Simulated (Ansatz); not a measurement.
Molecular dynamics of BCl2H

input.yaml

```yaml
crystal:
  periodic: [false, false, false]
  atoms:
    - { symbol: B, position_ang: [0.0, 0.0, -0.036785] }
    - { symbol: H, position_ang: [0.0, 0.0, 1.171667] }
    - { symbol: Cl, position_ang: [1.519792, 0.0, -0.902441] }
    - { symbol: Cl, position_ang: [-1.519792, 0.0, -0.902441] }
basis:
  gaussian: { orbitals: def2-SVP }
hamiltonian:
  xc: pbe
md:
  timestep: 0.5
  n_steps: 100
  ensemble: nvt_nose_hoover
  temperature: 300.0
  initial_velocities: maxwell_boltzmann
  seed: 835533
```

Run as:

```bash
$ ansatz run input.yaml --threads 1 --pin off --max-ram 2048MiB --backend cpu --events-out ev --progress --plain --runs-dir out
```

It starts from a relaxed structure.

Output, in part (one step line in 4, the closing report, with atoms numbered from 0):

```
md step     0: t =     0.00 fs  T =   300.0 K  F+E_penalty+E_count = -25720.03172896 eV  E_kin = 0.077556 eV  conserved = -25719.95417296 eV  (25 SCF iters)
md step     4: t =     2.00 fs  T =   202.0 K  F+E_penalty+E_count = -25720.00604992 eV  E_kin = 0.052232 eV  conserved = -25719.95381967 eV  (24 SCF iters)
md step     8: t =     4.00 fs  T =   136.2 K  F+E_penalty+E_count = -25719.98888776 eV  E_kin = 0.035203 eV  conserved = -25719.95369649 eV  (24 SCF iters)
md step    12: t =     6.00 fs  T =   202.5 K  F+E_penalty+E_count = -25720.00635402 eV  E_kin = 0.052345 eV  conserved = -25719.95405168 eV  (25 SCF iters)
md step    16: t =     8.00 fs  T =   140.8 K  F+E_penalty+E_count = -25719.99029572 eV  E_kin = 0.036405 eV  conserved = -25719.95397962 eV  (24 SCF iters)
md step    20: t =    10.00 fs  T =    44.2 K  F+E_penalty+E_count = -25719.96489773 eV  E_kin = 0.011430 eV  conserved = -25719.95358362 eV  (24 SCF iters)
md step    24: t =    12.00 fs  T =   161.4 K  F+E_penalty+E_count = -25719.99564583 eV  E_kin = 0.041716 eV  conserved = -25719.95409799 eV  (25 SCF iters)
md step    28: t =    14.00 fs  T =   156.3 K  F+E_penalty+E_count = -25719.99408298 eV  E_kin = 0.040410 eV  conserved = -25719.95395240 eV  (24 SCF iters)
md step    32: t =    16.00 fs  T =    88.7 K  F+E_penalty+E_count = -25719.97623674 eV  E_kin = 0.022937 eV  conserved = -25719.95366282 eV  (21 SCF iters)
md step    36: t =    18.00 fs  T =   181.0 K  F+E_penalty+E_count = -25720.00023583 eV  E_kin = 0.046796 eV  conserved = -25719.95391232 eV  (25 SCF iters)
md step    40: t =    20.00 fs  T =   236.0 K  F+E_penalty+E_count = -25720.01448660 eV  E_kin = 0.061020 eV  conserved = -25719.95415625 eV  (24 SCF iters)
md step    44: t =    22.00 fs  T =   113.2 K  F+E_penalty+E_count = -25719.98203568 eV  E_kin = 0.029261 eV  conserved = -25719.95364442 eV  (24 SCF iters)
md step    48: t =    24.00 fs  T =   154.7 K  F+E_penalty+E_count = -25719.99291823 eV  E_kin = 0.040002 eV  conserved = -25719.95391927 eV  (24 SCF iters)
md step    52: t =    26.00 fs  T =   193.8 K  F+E_penalty+E_count = -25720.00295941 eV  E_kin = 0.050110 eV  conserved = -25719.95409267 eV  (23 SCF iters)
md step    56: t =    28.00 fs  T =    74.5 K  F+E_penalty+E_count = -25719.97152943 eV  E_kin = 0.019248 eV  conserved = -25719.95370494 eV  (24 SCF iters)
md step    60: t =    30.00 fs  T =    75.5 K  F+E_penalty+E_count = -25719.97175653 eV  E_kin = 0.019529 eV  conserved = -25719.95374030 eV  (23 SCF iters)
md step    64: t =    32.00 fs  T =   169.8 K  F+E_penalty+E_count = -25719.99629608 eV  E_kin = 0.043901 eV  conserved = -25719.95412018 eV  (25 SCF iters)
md step    68: t =    34.00 fs  T =    91.3 K  F+E_penalty+E_count = -25719.97544090 eV  E_kin = 0.023591 eV  conserved = -25719.95383003 eV  (24 SCF iters)
md step    72: t =    36.00 fs  T =    62.7 K  F+E_penalty+E_count = -25719.96780955 eV  E_kin = 0.016218 eV  conserved = -25719.95367987 eV  (19 SCF iters)
md step    76: t =    38.00 fs  T =   178.6 K  F+E_penalty+E_count = -25719.99794970 eV  E_kin = 0.046169 eV  conserved = -25719.95413344 eV  (26 SCF iters)
md step    80: t =    40.00 fs  T =   124.5 K  F+E_penalty+E_count = -25719.98328748 eV  E_kin = 0.032178 eV  conserved = -25719.95382185 eV  (25 SCF iters)
md step    84: t =    42.00 fs  T =    92.6 K  F+E_penalty+E_count = -25719.97465854 eV  E_kin = 0.023940 eV  conserved = -25719.95365160 eV  (19 SCF iters)
md step    88: t =    44.00 fs  T =   218.5 K  F+E_penalty+E_count = -25720.00718910 eV  E_kin = 0.056493 eV  conserved = -25719.95400499 eV  (24 SCF iters)
md step    92: t =    46.00 fs  T =   233.1 K  F+E_penalty+E_count = -25720.01036249 eV  E_kin = 0.060249 eV  conserved = -25719.95405287 eV  (23 SCF iters)
md step    96: t =    48.00 fs  T =   139.8 K  F+E_penalty+E_count = -25719.98530352 eV  E_kin = 0.036130 eV  conserved = -25719.95358248 eV  (24 SCF iters)
md step   100: t =    50.00 fs  T =   235.3 K  F+E_penalty+E_count = -25720.00998823 eV  E_kin = 0.060829 eV  conserved = -25719.95406543 eV  (24 SCF iters)
Total energy: -25720.01001189 eV, -945.1929342881 hartree
Atom 0 at    -0.017186    -0.002668    -0.066297 Å, force     0.663836     0.056720    -0.232788 eV/Å
Atom 1 at    -0.008671     0.012446     1.116836 Å, force     0.000337    -0.019099     0.652330 eV/Å
Atom 2 at     1.534148     0.000282    -0.899060 Å, force    -0.259483    -0.019137    -0.028640 eV/Å
Atom 3 at    -1.528661     0.000178    -0.895264 Å, force    -0.404691    -0.018484    -0.390902 eV/Å
Dipole moment:    -0.036989    -0.001652     0.037345 e Å
```

The run went to its last step. The conserved energy stayed within 0.15 meV per atom of its start (net change 0.027 meV per atom), so the integration is sound. The mean temperature of the second half is 53 % below the set value. A run of 0.05 ps of so small a system gives no equilibrium averages.

The same pairs are bonded in the first frame and the last. Pairs count as bonded within 1.25 times the sum of covalent radii (0.12 Å more for H–H).

Last frame:

```xyz
4
Properties=species:S:1:pos:R:3
B -0.017 -0.003 -0.066
H -0.009 0.012 1.117
Cl 1.534 0.000 -0.899
Cl -1.529 0.000 -0.895
```

The run took 91 s on 1 thread of Arm Neoverse V1, with other jobs on the host, peak memory 0.091 GiB.
